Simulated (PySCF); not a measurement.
BF3, SMILES B(F)(F)F.

Coordinates come from a B3LYP-D3(BJ)/def2-TZVP optimisation. The isomer is the one that the SMILES or the coordinates give; other isomers of the formula were not compared.

Level of theory: CAM-B3LYP/def2-TZVPD run with PySCF.

Isolated molecule, no solvent.

Question: Estimate the frontier levels, gap, dipole moment and polarisability. (Estimate from the structure and the level; the computed values follow.)

Answer: 
The highest occupied level comes out as -13.87 eV and the lowest empty level is 0.23 eV. The orbital gap comes out as 14.10 eV. The dipole moment is 0.000 e·Å and the quadrupole, principal values (traceless, Buckingham form, about the centre of nuclear charge) is -2.03, -2.03, 4.07 D·Å. The mean static polarisability is 16.2 bohr³ (2.39 Å³). The polarisability, principal values comes out as 13.7, 17.4, 17.4 bohr³.
